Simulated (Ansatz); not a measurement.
**BNH4 (triplet): the correlation ladder at distance B1–H4 along a hydrogen transfer = 1.453 Å, cc-pVDZ**

Aim: climb from Hartree-Fock through coupled cluster and multireference methods for BNH4 (triplet) at one geometry and basis, and see what each rung misses.

Computed with Ansatz 0.2.0, Gaussian basis. Level: cc-pVDZ, core rule «outside noble gas», up to 2 orbitals frozen.

Plan: UHF; CCSD(T) on ROHF; CCSD(T) on UHF; BCCD(T) on ROHF; CISD; CCSDT(Q) on ROHF; CCSDT(Q) on UHF; CASSCF and MRCISD+Q, 4 electrons in 4 orbitals; CASSCF and NEVPT2, 4 electrons in 4 orbitals.

7 further runs of the same task are left out: 1 for a mislabelled method, 5 that didn't finish, 1 set aside as unsound or not needed.

### Step 1. The geometry

The geometry derives from fragments relaxed apart (PBE0/def2-TZVP) and kept rigid, so it is no stationary point. A hydrogen atom is moved between rigid fragments.

6 atoms, charge 0, spin multiplicity 3.

Atoms are counted from 1 here; the program's logs count them from 0.

Bond lengths: B1–H2 1.193 Å, B1–H3 1.193 Å, N5–H6 1.040 Å. Angles: H2–B1–H3 120.0°.

### Step 2. UHF

Contents of in.yaml:

```yaml
crystal:
  periodic: [false, false, false]
  atoms:
    - {symbol: B, position_ang: [-1.495500, 0.035086, 0.000000]}
    - {symbol: H, position_ang: [-2.092233, 1.068657, 0.000000]}
    - {symbol: H, position_ang: [-2.092233, -0.998486, 0.000000]}
    - {symbol: H, position_ang: [-0.042500, 0.035086, 0.000000]}
    - {symbol: N, position_ang: [1.342500, 0.035086, 0.000000]}
    - {symbol: H, position_ang: [1.611582, -0.969141, 0.000000]}
basis:
  gaussian: {orbitals: cc-pVDZ}
magnetization: {spin_polarized: true, initial_magnetization: 2}
hamiltonian: {xc: hf}
output: {orbitals: {seedname: orbitals}}
```

Started as:

```sh
$ ansatz run in.yaml --threads 1 --pin off --events-out ev --progress --plain --max-ram 2393MiB
```

The runs that follow: CCSD(T) on ROHF; CCSD(T) on UHF; BCCD(T) on ROHF; CISD; CCSDT(Q) on ROHF; CCSDT(Q) on UHF; CASSCF and MRCISD+Q, 4 electrons in 4 orbitals; CASSCF and NEVPT2, 4 electrons in 4 orbitals.

**Question.** What will the summary of the whole plan be? Wanted: UCCSDT(Q) below the RHF energy; RMP2 from UCCSDT(Q); UMP2 from UCCSDT(Q); RCCSD from UCCSDT(Q); RCCSD(T) from UCCSDT(Q); UCCSD(T) from UCCSDT(Q); RCCSDT(Q) from UCCSDT(Q); NEVPT2 pair from UCCSDT(Q); MRCISD+Q pair from UCCSDT(Q).

The runs gave:

| quantity | value |
| --- | --- |
| UCCSDT(Q) below the RHF energy | -7.5523 eV |
| RMP2 from UCCSDT(Q) | +1378.3 meV |
| UMP2 from UCCSDT(Q) | +1379.8 meV |
| RCCSD from UCCSDT(Q) | +184.7 meV |
| RCCSD(T) from UCCSDT(Q) | +36.5 meV |
| UCCSD(T) from UCCSDT(Q) | +36.3 meV |
| RCCSDT(Q) from UCCSDT(Q) | +1.1 meV |
| NEVPT2 pair from UCCSDT(Q) | +1271.0 meV |
| MRCISD+Q pair from UCCSDT(Q) | +60.0 meV |
| levels within 1 kcal/mol (43 meV) | RCCSD(T), UCCSD(T), BCCD(T), RCCSDT, UCCSDT, RCCSDT(Q) |
| T1 diagnostic | 0.031 |

RCCSD(T) misses by +36.5 meV, 0.5 % of the correlation energy. Of the multireference levels listed MRCISD+Q pair comes nearest in total energy (+60.0 meV), which doesn't show that its space is the better one. These misses are within one basis, not against nature; the frozen cores of restricted and unrestricted runs differ, which can shift their rows.
